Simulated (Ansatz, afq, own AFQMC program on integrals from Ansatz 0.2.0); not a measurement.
# H2Br, doublet in cc-pVTZ, levels against CCSDT(Q)

```xyz
3

Br    0.0000    0.0000   -1.5597
H     0.0000    0.0000    0.3163
H     0.0000    0.0000    1.2433
```

Basis cc-pVTZ. Noble-gas cores (and the filled d shells of Ga–Kr and In–Xe) are frozen. Ansatz 0.2.0 and our own AFQMC program on the same integrals; the CISD trial comes from CCSD amplitudes, and released means the phaseless constraint is let go. ± is one standard error of the sampling. No spin–orbit coupling.

Determinant: UHF, the one that the program's search chose, which needn't be the lowest solution. The geometry is a point of a scan.

No full CI on the walks' own integrals is used here; CCSDT(Q) serves as the reference and is uncertain by about the last step of the cluster series.

Cautions: no relativity below Rb; no spin-orbit coupling; inner d shell frozen; the released energies are still falling, so no released level is given (meV from the phaseless value at times in 1/Eh: -3.9 ± 2.0 at 0.24, -5.2 ± 2.0 at 0.51, -7.8 ± 1.3 at 0.99, -10.8 ± 1.9 at 1.62, -15.2 ± 1.8 at 2.40).

The T1 diagnostic is 0.0151. The weight of the determinant in the CISD state is 0.906. The ⟨S²⟩ of the determinant is 0.792 and the size of the correlated space is 9 electrons in 57 orbitals.

Reference: CCSDT(Q), correlation energy -5.724 eV.

```
        level  E − E(reference) (meV)  share of correlation (%)
           HF                  5724.4                      0.00
          MP2                   951.2                     83.38
         CCSD                   188.9                     96.70
      CCSD(T)                    24.4                     99.57
        CCSDT                     5.2                     99.91
ph-AFQMC/CISD              10.8 ± 2.1                     99.81
```

A walk keeps the symmetry of its determinant, which the program's search chose and which needn't be the lowest solution, so a lower state of the same spin and another symmetry isn't excluded.
